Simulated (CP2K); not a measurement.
# triplet [NO2]+, step by step

Aim: a series of 9 runs (UBLYP/SZV-MOLOPT-GTH, BLYP/DZVP-MOLOPT-GTH, UBLYP/DZVP-MOLOPT-GTH, BLYP/TZVP-MOLOPT-GTH, UBLYP/TZVP-MOLOPT-GTH, BLYP/TZV2P-MOLOPT-GTH, UBLYP/TZV2P-MOLOPT-GTH, BLYP/TZV2PX-MOLOPT-GTH, and more) of NO2. 

The calculation is run with CP2K 2026.2.

1 further run of the same task is left out (set aside as unsound or not needed).

## Step 1: The system as given

[NO2]+: 3 atoms, total charge +1, spin state triplet. SMILES of the parent species: `O=[N+]=O`. The shape is that of a PBE0-D4/def2-TZVP optimisation. That shape belongs to the parent species and isn't relaxed for this state.

Bond lengths: O1–N2 1.110 Å, N2–O3 1.110 Å. Angles: O1–N2–O3 180.0°.

## Step 2: Energy and gradient at UBLYP/SZV-MOLOPT-GTH (core potential) (run 1)

File mol.inp:

```
&GLOBAL
   PROJECT_NAME mol
   RUN_TYPE ENERGY_FORCE
   PRINT_LEVEL MEDIUM
&END GLOBAL

&FORCE_EVAL
   METHOD Quickstep
   &DFT
      BASIS_SET_FILE_NAME BASIS_MOLOPT
      POTENTIAL_FILE_NAME GTH_POTENTIALS
      CHARGE 1
      MULTIPLICITY 3
      UKS T
      # Quickstep
      &QS
         METHOD GPW
         EPS_DEFAULT 1.0E-10
      &END QS
      &MGRID
         CUTOFF 400
         REL_CUTOFF 50
         NGRIDS 4
      &END MGRID
      # cluster boundary conditions
      &POISSON
         PERIODIC NONE
         POISSON_SOLVER MULTIPOLE
      &END POISSON
      &SCF
         SCF_GUESS ATOMIC
         EPS_SCF 1.0E-06
         MAX_SCF 30
         &OT ON
            MINIMIZER CG
            PRECONDITIONER FULL_ALL
         &END OT
         &OUTER_SCF
            EPS_SCF 1.0E-06
            MAX_SCF 10
         &END OUTER_SCF
      &END SCF
      # functional
      &XC
         &XC_FUNCTIONAL BLYP
         &END XC_FUNCTIONAL
      &END XC
      # extra output
      &PRINT
         &MOMENTS
            PERIODIC F
            REFERENCE COM
            MAX_MOMENT 1
         &END MOMENTS
         &MO_CUBES
            NLUMO 1
            NHOMO -1
            WRITE_CUBE F
         &END MO_CUBES
         &HIRSHFELD OFF
         &END HIRSHFELD
      &END PRINT
   &END DFT
   &SUBSYS
      &CELL
         ABC [angstrom] 9.3 10.1 8.6
         PERIODIC NONE
      &END CELL
      &COORD
         O     -0.572980     0.927020    -0.209580
         N     -0.000010    -0.000010     0.000000
         O      0.572990    -0.927010     0.209580
      &END COORD
      &TOPOLOGY
         &CENTER_COORDINATES
         &END CENTER_COORDINATES
      &END TOPOLOGY
      &KIND O
         BASIS_SET SZV-MOLOPT-GTH-q6
         POTENTIAL GTH-PBE-q6
      &END KIND
      &KIND N
         BASIS_SET SZV-MOLOPT-GTH-q5
         POTENTIAL GTH-PBE-q5
      &END KIND
   &END SUBSYS
   # extra output
   &PRINT
      &FORCES ON
      &END FORCES
   &END PRINT
&END FORCE_EVAL
```

On the command line:

```bash
$ OMP_NUM_THREADS=2 cp2k.psmp -i mol.inp -o mol.out
```

Standard output:

```text
CP2K| version string:                                       CP2K version 2026.2
[...]
 GLOBAL| Method name                                                        CP2K
[...]
 GLOBAL| Run type                                                   ENERGY_FORCE
[...]
 DFT| Spin unrestricted (spin-polarized) Kohn-Sham calculation               UKS
 DFT| Multiplicity                                                             3
[...]
 DFT| Charge                                                                   1
[...]
 FUNCTIONAL| BECKE88:
 FUNCTIONAL| LYP:
 QS| Method:                                                                 GPW
[...]
 QS| Density cutoff [a.u.]:                                                200.0
[...]
 QS| Relative density cutoff [a.u.]:                                        25.0
[...]
                             - Atoms:                                          3
[...]
                             - Spherical basis functions:                     12
[...]
 Number of electrons:                                                          9
[...]
     1 OT CG       0.15E+00    1.3     0.15368832       -40.0825842678 -4.01E+01
[...]
    18 OT CG       0.14E+00    1.3     0.00000094       -40.7921844108 -1.65E-10
  *** SCF run converged in    18 steps ***
[...]
  Overlap energy of the core charge distribution:               0.00000062024955
  Self energy of the core charge distribution:               -107.90303299774314
  Core Hamiltonian energy:                                     28.45990304741735
  Hartree energy:                                              47.30124140903632
  Exchange-correlation energy:                                 -8.65029648973886
  Total energy:                                               -40.79218441077877
[...]
  Dipole moment [Debye]
    X= -0.6299558E-04 Y= -0.4144068E-04 Z= -0.6017357E-04  Total=      0.0000965
[...]
 HOMO - LUMO gap [eV] :    1.595003
[...]
 ENERGY| Total FORCE_EVAL ( QS ) energy [hartree]            -40.792184410873531
 FORCES| Atomic forces [hartree/bohr]
 FORCES|   Atom     x               y               z               |f|
 FORCES|      1 -3.52758647E-01  5.72282688E-01 -1.27745029E-01   6.84298861E-01
 FORCES|      2 -4.09783486E-05  9.76704073E-06 -5.97911920E-06   4.25484430E-05
 FORCES|      3  3.52798393E-01 -5.72294805E-01  1.27751954E-01   6.84330777E-01
 FORCES| Sum    -1.23261005E-06 -2.34985737E-06  9.45878109E-07
 FORCES| Total atomic force                                       2.81706276E-06
[...]
```

Run time: 2.7 min. Hardware: 2 threads of Arm Neoverse V1, shared host; peak memory 0.93 GiB.

## Step 3: The singlet: energy and gradient at BLYP/DZVP-MOLOPT-GTH (core potential) (run 2)

Changes to mol.inp since step 2:

```diff
@@ -1,3 +1,3 @@
 &GLOBAL
-   PROJECT_NAME mol
+   PROJECT mol
    RUN_TYPE ENERGY_FORCE
@@ -12,5 +12,4 @@
       CHARGE 1
-      MULTIPLICITY 3
-      UKS T
-      # Quickstep
+      MULTIPLICITY 1
+      ! Quickstep
       &QS
@@ -24,3 +23,2 @@
       &END MGRID
-      # cluster boundary conditions
       &POISSON
@@ -29,2 +27,3 @@
       &END POISSON
+      ! SCF settings
       &SCF
@@ -32,5 +31,5 @@
          EPS_SCF 1.0E-06
-         MAX_SCF 30
+         MAX_SCF 50
          &OT ON
-            MINIMIZER CG
+            MINIMIZER DIIS
             PRECONDITIONER FULL_ALL
@@ -42,3 +41,2 @@
       &END SCF
-      # functional
       &XC
@@ -47,3 +45,3 @@
       &END XC
-      # extra output
+      ! extra output
       &PRINT
@@ -55,3 +53,3 @@
          &MO_CUBES
-            NLUMO 1
+            NLUMO 5
             NHOMO -1
@@ -64,2 +62,3 @@
    &SUBSYS
+      ! vacuum box
       &CELL
@@ -78,3 +77,3 @@
       &KIND O
-         BASIS_SET SZV-MOLOPT-GTH-q6
+         BASIS_SET DZVP-MOLOPT-GTH-q6
          POTENTIAL GTH-PBE-q6
@@ -82,3 +81,3 @@
       &KIND N
-         BASIS_SET SZV-MOLOPT-GTH-q5
+         BASIS_SET DZVP-MOLOPT-GTH-q5
          POTENTIAL GTH-PBE-q5
@@ -86,3 +85,3 @@
    &END SUBSYS
-   # extra output
+   ! extra output
    &PRINT
```

On the command line:

```bash
$ OMP_NUM_THREADS=2 cp2k.psmp -i mol.inp -o mol.out
```

Standard output:

```text
CP2K| version string:                                       CP2K version 2026.2
[...]
 GLOBAL| Method name                                                        CP2K
[...]
 GLOBAL| Run type                                                   ENERGY_FORCE
[...]
 DFT| Spin restricted Kohn-Sham (RKS) calculation                            RKS
 DFT| Multiplicity                                                             1
[...]
 DFT| Charge                                                                   1
[...]
 FUNCTIONAL| BECKE88:
 FUNCTIONAL| LYP:
 QS| Method:                                                                 GPW
[...]
 QS| Density cutoff [a.u.]:                                                200.0
[...]
 QS| Relative density cutoff [a.u.]:                                        25.0
[...]
                             - Atoms:                                          3
[...]
                             - Spherical basis functions:                     39
[...]
 Number of electrons:                                                         16
[...]
     1 OT DIIS     0.15E+00    0.7     0.26528478       -39.6708021090 -3.97E+01
[...]
    26 OT DIIS     0.15E+00    0.7     0.00000084       -41.4627373340 -3.18E-11
  *** SCF run converged in    26 steps ***
[...]
  Overlap energy of the core charge distribution:               0.00000062024955
  Self energy of the core charge distribution:               -107.90303299774314
  Core Hamiltonian energy:                                     30.29551517531269
  Hartree energy:                                              45.17032590934377
  Exchange-correlation energy:                                 -9.02554604113771
  Total energy:                                               -41.46273733397485
[...]
  Dipole moment [Debye]
    X=  0.2290027E-05 Y= -0.4809868E-04 Z=  0.6398470E-05  Total=      0.0000486
[...]
 HOMO - LUMO gap [eV] :    7.530662
[...]
 ENERGY| Total FORCE_EVAL ( QS ) energy [hartree]            -41.462737333987647
 FORCES| Atomic forces [hartree/bohr]
 FORCES|   Atom     x               y               z               |f|
 FORCES|      1 -5.03550702E-02  7.87999455E-02 -1.54893626E-02   9.47891600E-02
 FORCES|      2 -1.13821968E-05  2.14267354E-05 -3.93874387E-06   2.45799328E-05
 FORCES|      3  5.03651515E-02 -7.88204627E-02  1.54933265E-02   9.48122197E-02
 FORCES| Sum    -1.30086828E-06  9.09465192E-07  2.51599552E-08
 FORCES| Total atomic force                                       1.58745653E-06
[...]
```

Run time: 22 s. Hardware: 2 threads of Arm Neoverse V1, shared host; peak memory 0.74 GiB.

Run 3 isn't shown in full; the table further down has it.

## Step 4: The singlet: energy and forces at BLYP/TZVP-MOLOPT-GTH (core potential) (run 4)

File job.inp:

```
&GLOBAL
  PROJECT_NAME job
  RUN_TYPE ENERGY_FORCE
  PRINT_LEVEL MEDIUM
&END GLOBAL

&FORCE_EVAL
  METHOD Quickstep
  &DFT
    BASIS_SET_FILE_NAME BASIS_MOLOPT
    POTENTIAL_FILE_NAME GTH_POTENTIALS
    CHARGE 1
    &QS
      METHOD GPW
      EPS_DEFAULT 1.0E-10
    &END QS
    &MGRID
      CUTOFF 400
      REL_CUTOFF 50
      NGRIDS 4
    &END MGRID
    &POISSON
      PERIODIC NONE
      POISSON_SOLVER MULTIPOLE
    &END POISSON
    &SCF
      SCF_GUESS ATOMIC
      EPS_SCF 1.0E-06
      MAX_SCF 50
      &OT
        MINIMIZER DIIS
        PRECONDITIONER FULL_ALL
      &END OT
      &OUTER_SCF
        EPS_SCF 1.0E-06
        MAX_SCF 10
      &END OUTER_SCF
    &END SCF
    &XC
      &XC_FUNCTIONAL BLYP
      &END XC_FUNCTIONAL
    &END XC
    &PRINT
      &MOMENTS
        PERIODIC F
        REFERENCE COM
        MAX_MOMENT 1
      &END MOMENTS
      &MO_CUBES
        NLUMO 5
        NHOMO -1
        WRITE_CUBE F
      &END MO_CUBES
      &HIRSHFELD OFF
      &END HIRSHFELD
    &END PRINT
  &END DFT
  &SUBSYS
    &CELL
      ABC 9.3 10.1 8.6
      PERIODIC NONE
    &END CELL
    &COORD
      O     -0.572980     0.927020    -0.209580
      N     -0.000010    -0.000010     0.000000
      O      0.572990    -0.927010     0.209580
    &END COORD
    &TOPOLOGY
      &CENTER_COORDINATES
      &END CENTER_COORDINATES
    &END TOPOLOGY
    &KIND O
      BASIS_SET TZVP-MOLOPT-GTH-q6
      POTENTIAL GTH-PBE-q6
    &END KIND
    &KIND N
      BASIS_SET TZVP-MOLOPT-GTH-q5
      POTENTIAL GTH-PBE-q5
    &END KIND
  &END SUBSYS
  &PRINT
    &FORCES ON
    &END FORCES
  &END PRINT
&END FORCE_EVAL
```

On the command line:

```bash
$ OMP_NUM_THREADS=2 cp2k.psmp job.inp > job.out
```

Standard output:

```text
CP2K| version string:                                       CP2K version 2026.2
[...]
 GLOBAL| Method name                                                        CP2K
[...]
 GLOBAL| Run type                                                   ENERGY_FORCE
[...]
 DFT| Spin restricted Kohn-Sham (RKS) calculation                            RKS
 DFT| Multiplicity                                                             1
[...]
 DFT| Charge                                                                   1
[...]
 FUNCTIONAL| BECKE88:
 FUNCTIONAL| LYP:
 QS| Method:                                                                 GPW
[...]
 QS| Density cutoff [a.u.]:                                                200.0
[...]
 QS| Relative density cutoff [a.u.]:                                        25.0
[...]
                             - Atoms:                                          3
[...]
                             - Spherical basis functions:                     51
[...]
 Number of electrons:                                                         16
[...]
     1 OT DIIS     0.15E+00    0.6     0.30035595       -38.2823275647 -3.83E+01
[...]
    36 OT DIIS     0.15E+00    1.0     0.00000090       -41.4733972386 -6.82E-11
  *** SCF run converged in    36 steps ***
[...]
  Overlap energy of the core charge distribution:               0.00000062024955
  Self energy of the core charge distribution:               -107.90303299774314
  Core Hamiltonian energy:                                     30.41210713991058
  Hartree energy:                                              45.04768439670292
  Exchange-correlation energy:                                 -9.03015639774805
  Total energy:                                               -41.47339723862815
[...]
  Dipole moment [Debye]
    X= -0.5178837E-05 Y= -0.4377162E-04 Z=  0.4857780E-05  Total=      0.0000443
[...]
 HOMO - LUMO gap [eV] :    7.547257
[...]
 ENERGY| Total FORCE_EVAL ( QS ) energy [hartree]            -41.473397238656730
 FORCES| Atomic forces [hartree/bohr]
 FORCES|   Atom     x               y               z               |f|
 FORCES|      1 -3.95187412E-02  6.10740476E-02 -1.15373763E-02   7.36537932E-02
 FORCES|      2 -1.05854849E-05  1.98354447E-05 -4.38301052E-06   2.29065086E-05
 FORCES|      3  3.95279877E-02 -6.10940464E-02  1.15417518E-02   7.36760229E-02
 FORCES| Sum    -1.33895775E-06 -1.63323816E-07 -7.45533165E-09
 FORCES| Total atomic force                                       1.34890255E-06
[...]
```

Wall time 32 s (2 threads of Arm Neoverse V1, shared host); peak memory 0.74 GiB.

Runs 5 to 8 aren't shown in full; the table further down has their settings and results.

## Step 5: Energy and gradient at UBLYP/TZV2PX-MOLOPT-GTH (core potential) (run 9)

File molecule.inp:

```
&GLOBAL
  PROJECT molecule
  RUN_TYPE ENERGY_FORCE
  PRINT_LEVEL MEDIUM
&END GLOBAL
&FORCE_EVAL
  METHOD QS
  &DFT
    BASIS_SET_FILE_NAME BASIS_MOLOPT
    POTENTIAL_FILE_NAME GTH_POTENTIALS
    CHARGE 1
    MULTIPLICITY 3
    UKS T
    &QS
      METHOD GPW
      EPS_DEFAULT 1.0E-10
    &END QS
    &MGRID
      CUTOFF 400
      REL_CUTOFF 50
      NGRIDS 4
    &END MGRID
    &POISSON
      PERIODIC NONE
      POISSON_SOLVER MULTIPOLE
    &END POISSON
    &SCF
      SCF_GUESS ATOMIC
      EPS_SCF 1.0E-06
      MAX_SCF 30
      &OT
        MINIMIZER CG
        PRECONDITIONER FULL_ALL
      &END OT
      &OUTER_SCF
        EPS_SCF 1.0E-06
        MAX_SCF 10
      &END OUTER_SCF
    &END SCF
    &XC
      &XC_FUNCTIONAL BLYP
      &END XC_FUNCTIONAL
    &END XC
    &PRINT
      &MOMENTS
        PERIODIC F
        REFERENCE COM
        MAX_MOMENT 1
      &END MOMENTS
      &MO_CUBES
        NLUMO 1
        NHOMO -1
        WRITE_CUBE F
      &END MO_CUBES
      &HIRSHFELD OFF
      &END HIRSHFELD
    &END PRINT
  &END DFT
  &SUBSYS
    &CELL
      ABC 9.3 10.1 8.6
      PERIODIC NONE
    &END CELL
    &COORD
      O     -0.572980     0.927020    -0.209580
      N     -0.000010    -0.000010     0.000000
      O      0.572990    -0.927010     0.209580
    &END COORD
    &TOPOLOGY
      &CENTER_COORDINATES
      &END CENTER_COORDINATES
    &END TOPOLOGY
    &KIND O
      BASIS_SET TZV2PX-MOLOPT-GTH-q6
      POTENTIAL GTH-PBE-q6
    &END KIND
    &KIND N
      BASIS_SET TZV2PX-MOLOPT-GTH-q5
      POTENTIAL GTH-PBE-q5
    &END KIND
  &END SUBSYS
  &PRINT
    &FORCES ON
    &END FORCES
  &END PRINT
&END FORCE_EVAL
```

On the command line:

```bash
$ OMP_NUM_THREADS=2 cp2k.psmp -i molecule.inp > molecule.out 2>&1
```

Standard output:

```text
CP2K| version string:                                       CP2K version 2026.2
[...]
 GLOBAL| Method name                                                        CP2K
[...]
 GLOBAL| Run type                                                   ENERGY_FORCE
[...]
 DFT| Spin unrestricted (spin-polarized) Kohn-Sham calculation               UKS
 DFT| Multiplicity                                                             3
[...]
 DFT| Charge                                                                   1
[...]
 FUNCTIONAL| BECKE88:
 FUNCTIONAL| LYP:
 QS| Method:                                                                 GPW
[...]
 QS| Density cutoff [a.u.]:                                                200.0
[...]
 QS| Relative density cutoff [a.u.]:                                        25.0
[...]
                             - Atoms:                                          3
[...]
                             - Spherical basis functions:                     87
[...]
 Number of electrons:                                                          9
[...]
     1 OT CG       0.15E+00    1.2     0.09767599       -39.2285571738 -3.92E+01
[...]
    16 OT CG       0.20E+00    1.4     0.00000070       -41.2590249674 -2.34E-10
  *** SCF run converged in    16 steps ***
[...]
  Overlap energy of the core charge distribution:               0.00000062024955
  Self energy of the core charge distribution:               -107.90303299774314
  Core Hamiltonian energy:                                     31.03348925734608
  Hartree energy:                                              44.74349933769412
  Exchange-correlation energy:                                 -9.13298118490766
  Total energy:                                               -41.25902496736106
[...]
  Dipole moment [Debye]
    X= -0.1387194E-03 Y=  0.2391879E-04 Z= -0.7678476E-04  Total=      0.0001603
[...]
 HOMO - LUMO gap [eV] :    1.608629
[...]
 ENERGY| Total FORCE_EVAL ( QS ) energy [hartree]            -41.259024967447182
 FORCES| Atomic forces [hartree/bohr]
 FORCES|   Atom     x               y               z               |f|
 FORCES|      1 -1.32248311E-01  2.13922129E-01 -4.75268222E-02   2.55951347E-01
 FORCES|      2 -5.07168556E-05  2.90052732E-05  6.46009004E-06   5.87812732E-05
 FORCES|      3  1.32296578E-01 -2.13949852E-01  4.75214913E-02   2.55998469E-01
 FORCES| Sum    -2.44913090E-06  1.28223568E-06  1.12918342E-06
 FORCES| Total atomic force                                       2.98620590E-06
[...]
```

It took 2.6 min on 2 threads of Arm Neoverse V1, shared host; peak memory 0.93 GiB.

## Step 6: The series

| run | level | iteration cap | ot minimizer | partner | energy (Eh) | HOMO energy (eV) | largest force (eV/Å) | wall time |
| --- | --- | --- | --- | --- | --- | --- | --- | --- |
| 1 | UBLYP/SZV-MOLOPT-GTH (core potential) | 30 | CG | triplet | -40.792184 | -18.09 | 35.190 | 2.7 min |
| 2 | BLYP/DZVP-MOLOPT-GTH (core potential) | 50 | DIIS | base | -41.462737 | -19.48 | 4.875 | 22 s |
| 3 | UBLYP/DZVP-MOLOPT-GTH (core potential) | 30 | CG | triplet | not converged | – | – | 11 min |
| 4 | BLYP/TZVP-MOLOPT-GTH (core potential) | 50 | DIIS | base | -41.473397 | -19.48 | 3.789 | 32 s |
| 5 | UBLYP/TZVP-MOLOPT-GTH (core potential) | 30 | CG | triplet | -41.247445 | -12.95 | 13.664 | 2.5 min |
| 6 | BLYP/TZV2P-MOLOPT-GTH (core potential) | 50 | DIIS | base | -41.475741 | -19.48 | 3.576 | 20 s |
| 7 | UBLYP/TZV2P-MOLOPT-GTH (core potential) | 30 | CG | triplet | -41.249792 | -12.95 | 13.437 | 96 s |
| 8 | BLYP/TZV2PX-MOLOPT-GTH (core potential) | 50 | DIIS | base | -41.483903 | -19.44 | 3.350 | 21 s |
| 9 | UBLYP/TZV2PX-MOLOPT-GTH (core potential) | 30 | CG | triplet | -41.259025 | -12.93 | 13.164 | 2.6 min |

Convergence of the total energy of singlet [NO2]+ with the basis set, against the last point:

| basis set | from the last (mEh) | wall time |
| --- | --- | --- |
| DZVP-MOLOPT-GTH | +21.166 | 22 s |
| TZVP-MOLOPT-GTH | +10.506 | 32 s |
| TZV2P-MOLOPT-GTH | +8.162 | 20 s |
| TZV2PX-MOLOPT-GTH | +0.000 | 21 s |

Convergence of the HOMO energy of singlet [NO2]+ with the basis set, against the last point:

| basis set | from the last (eV) | wall time |
| --- | --- | --- |
| DZVP-MOLOPT-GTH | -0.0415 | 22 s |
| TZVP-MOLOPT-GTH | -0.0421 | 32 s |
| TZV2P-MOLOPT-GTH | -0.0365 | 20 s |
| TZV2PX-MOLOPT-GTH | +0.0000 | 21 s |

## Step 7: Summary of results

```
                                                                quantity         value
                            run 9, UBLYP/TZV2PX-MOLOPT-GTH: total energy  -41.25902 Eh
      run 9, UBLYP/TZV2PX-MOLOPT-GTH: HOMO energy (highest over α and β)     -12.93 eV
                                    run 9, UBLYP/TZV2PX-MOLOPT-GTH: ⟨S²⟩         2.005
                run 9, UBLYP/TZV2PX-MOLOPT-GTH: largest force on an atom   13.164 eV/Å
  vertical energy of the triplet above the singlet, BLYP/TZVP-MOLOPT-GTH      6.148 eV
 vertical energy of the triplet above the singlet, BLYP/TZV2P-MOLOPT-GTH      6.148 eV
vertical energy of the triplet above the singlet, BLYP/TZV2PX-MOLOPT-GTH      6.119 eV
```

In words: At BLYP/TZVP-MOLOPT-GTH: at this shape the triplet lies 6.15 eV (142 kcal/mol) above the singlet. At BLYP/TZV2P-MOLOPT-GTH: at this shape the triplet lies 6.15 eV (593 kJ/mol) above the singlet. At BLYP/TZV2PX-MOLOPT-GTH: at this shape the triplet lies 6.12 eV (590 kJ/mol) above the singlet. In run 1 the basis is minimal, so the values are rough. All runs together took 22 min, the longest 11 min. 1 of the 9 runs did not end normally.
